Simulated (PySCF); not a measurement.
Gas-phase reaction: 2 N + Si₂H₆ = 2 HSiNH₂

Computed with PySCF and rigid-rotor harmonic-oscillator thermochemistry at 1 bar. † marks an energy on the PBE0/def2-TZVP geometry and frequencies; other levels use their own. CCSD(T) freezes the core. Open shells (unrestricted): N (multiplicity 4); the rest are closed-shell singlets. B3LYP is the form with VWN-RPA correlation. HSiNH₂: computed as isolated molecules; such fragments, hydroxides, amides, oligomers or adducts are transient or little studied in the gas. CCSD(T) isn't extrapolated to the basis-set limit; its ΔH°(298 K) is -666.8 kJ in def2-SVP and -735.6 kJ in def2-TZVPP. The harmonic model lacks anharmonicity and excited electronic states, which grow with temperature; levels with a mode under 35 cm⁻¹ are left out. Internal rotation in Si₂H₆, HSiNH₂ is treated as a harmonic vibration of one conformer, which makes the entropy rough.

```
level                ΔE electronic, kJ  ΔH°(298 K), kJ  ΔS°(298 K), J/K  ΔG°(1800 K), kJ
-------------------  -----------------  --------------  ---------------  ---------------
B3LYP/def2-TZVP†                  -852            -809              -90             -608
CCSD(T)/def2-TZVPP†               -778            -736              -90             -534
PBE0/def2-TZVP                    -831            -788              -90             -587
LDA/def2-TZVP†                   -1062           -1020              -90             -818
ωB97M-V/def2-TZVP†                -863            -821              -90             -619
```
ΔH° is lowest at LDA/def2-TZVP† and highest at CCSD(T)/def2-TZVPP†. No reference value is set beside these.
